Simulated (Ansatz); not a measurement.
# Be₂− (doublet): wave-function methods side by side at distance Be1–Be2 = 2.173 Å, aug-cc-pVDZ

Aim: climb from Hartree-Fock through coupled cluster and multireference methods for Be₂− (doublet) at one geometry and basis, and see what each rung misses.

Program: Ansatz 0.2.0, Gaussian basis. Level of theory: aug-cc-pVDZ, core rule «outside noble gas», up to 2 orbitals frozen. These are calculated values, not measurements.

To be run: UHF; CCSD(T) on ROHF; CCSD(T) on UHF; BCCD(T) on ROHF; CISD; CCSDT(Q) on ROHF; CCSDT(Q) on UHF; CASSCF and MRCISD+Q, 3 electrons in 3 orbitals; CASSCF and NEVPT2, 3 electrons in 3 orbitals; CASSCF and MRCISD+Q, 5 electrons in 8 orbitals; CASSCF and MRCISD+Q(relaxed), 5 electrons in 8 orbitals; CASSCF and NEVPT2, 5 electrons in 8 orbitals; Full CI.

10 further runs of the same task are left out: 7 that didn't finish, 3 set aside as unsound or not needed.

### Step 1. The geometry

The geometry derives from a PBE0/def2-TZVPD stationary point (not a proven minimum). One bond is set to the value named and the two fragments are kept rigid.

2 atoms, charge -1, spin multiplicity 2.

Atoms are counted from 1 here; the program's logs count them from 0.

No contacts short enough for the rule that draws bonds.

### Step 2. UHF

Input file in.yaml:

```yaml
crystal:
  periodic: [false, false, false]
  atoms:
    - {symbol: Be, position_ang: [0.000000, 0.000000, 0.000000]}
    - {symbol: Be, position_ang: [0.000000, 0.000000, 2.172800]}
basis:
  gaussian: {orbitals: aug-cc-pVDZ}
total_charge: -1
magnetization: {spin_polarized: true, initial_magnetization: 1}
hamiltonian: {xc: hf}
output: {orbitals: {seedname: orbitals}}
```

Run with:

```
ansatz run in.yaml --threads 1 --pin off --events-out ev --progress --plain --max-ram 2393MiB
```

After this run come: CCSD(T) on ROHF; CCSD(T) on UHF; BCCD(T) on ROHF; CISD; CCSDT(Q) on ROHF; CCSDT(Q) on UHF; CASSCF and MRCISD+Q, 3 electrons in 3 orbitals; CASSCF and NEVPT2, 3 electrons in 3 orbitals; CASSCF and MRCISD+Q, 5 electrons in 8 orbitals; CASSCF and MRCISD+Q(relaxed), 5 electrons in 8 orbitals; CASSCF and NEVPT2, 5 electrons in 8 orbitals; Full CI.

Before running them: what should the planned runs give, taken together? Wanted: FCI below the RHF energy; RMP2 from FCI; UMP2 from FCI; RCCSD from FCI; RCCSD(T) from FCI; UCCSD(T) from FCI; RCCSDT(Q) from FCI; UCCSDT(Q) from FCI; NEVPT2 pair from FCI.

The runs gave:

| quantity | value |
| --- | --- |
| FCI below the RHF energy | -3.2114 eV |
| RMP2 from FCI | +1077.7 meV |
| UMP2 from FCI | +1209.6 meV |
| RCCSD from FCI | +303.1 meV |
| RCCSD(T) from FCI | +78.5 meV |
| UCCSD(T) from FCI | +175.3 meV |
| RCCSDT(Q) from FCI | +4.1 meV |
| UCCSDT(Q) from FCI | -1.3 meV |
| NEVPT2 pair from FCI | +908.9 meV |
| MRCISD+Q pair from FCI | +57.2 meV |
| NEVPT2 valence from FCI | +377.7 meV |
| levels within 1 kcal/mol (43 meV) | RCCSDT, UCCSDT, RCCSDT(Q), UCCSDT(Q), MRCISD+Q valence, MRCISD+Q(relaxed) valence |
| T1 diagnostic | 0.039 |
| effectively unpaired electrons | 1.51 |

RCCSD(T) misses by +78.5 meV, 2.4 % of the correlation energy. CCSD(T) misses by +78.5 meV on the restricted determinant and by +175.3 meV on the unrestricted one; the two need not hold the same state or core. MRCISD+Q valence, MRCISD+Q(relaxed) valence fall below full CI: the +Q correction isn't variational, and the cores differ from full CI's. The occupations show some static correlation. Of the multireference levels listed MRCISD+Q valence comes nearest in total energy (-16.8 meV), which doesn't show that its space is the better one. Coupled cluster took another determinant than the lowest Hartree-Fock one. These misses are within one basis, not against nature; the frozen cores of restricted and unrestricted runs differ, which can shift their rows.
